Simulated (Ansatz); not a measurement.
Reaction (SMILES): CCl (CH3-Cl) → Cl[CH2] (CH2-Cl) + H atom
B3LYP-D3(BJ)/def2-TZVP geometries, fixed; electronic energies without zero-point terms.

Basis-set convergence of the bond dissociation energy at CCSD(T) with Ansatz (a first-principles code). Cartesian d functions, on some or all atoms, in 6-31G*, 6-311+G**; all else is spherical. Cores are frozen. Open shells are unrestricted. No added dispersion term, no relativity. Functions are those of the species that has most. Reference: Hartree-Fock in aug-cc-pV(Q+d)Z plus the correlation part extrapolated as X^-3 from aug-cc-pV(T+d)Z and aug-cc-pV(Q+d)Z, 107.06 kcal/mol, itself unsure by roughly 0.14 kcal/mol (a third of the extrapolation step and of the last Hartree-Fock step). Deviations are taken from unrounded values.

| basis | functions | bond dissociation energy (kcal/mol) | minus reference (kcal/mol) |
|---|---|---|---|
| STO-3G | 17 | 125.14 | 18.08 |
| 3-21G | 28 | 103.90 | -3.16 |
| 6-31G | 28 | 100.97 | -6.09 |
| pcseg-0 | 28 | 101.32 | -5.74 |
| def2-SV(P) | 38 | 96.18 | -10.88 |
| 6-31G* | 40 | 99.57 | -7.49 |
| pcseg-1 | 47 | 104.28 | -2.78 |
| 6-311+G** | 71 | 103.68 | -3.38 |
| aug-pcseg-1 | 77 | 105.74 | -1.32 |
| pcseg-2 | 106 | 106.06 | -1.00 |
| cc-pV(T+d)Z | 111 | 105.76 | -1.30 |
| def2-TZVPP | 115 | 105.71 | -1.35 |
| def2-TZVPPD | 139 | 105.97 | -1.09 |
| 6-311++G(3df,3pd) | 140 | 106.06 | -1.00 |
| aug-cc-pV(T+d)Z | 170 | 106.44 | -0.62 |
| cc-pV(Q+d)Z | 209 | 106.62 | -0.44 |
| pcseg-3 | 223 | 106.82 | -0.24 |
| aug-cc-pV(Q+d)Z | 307 | 106.75 | -0.31 |
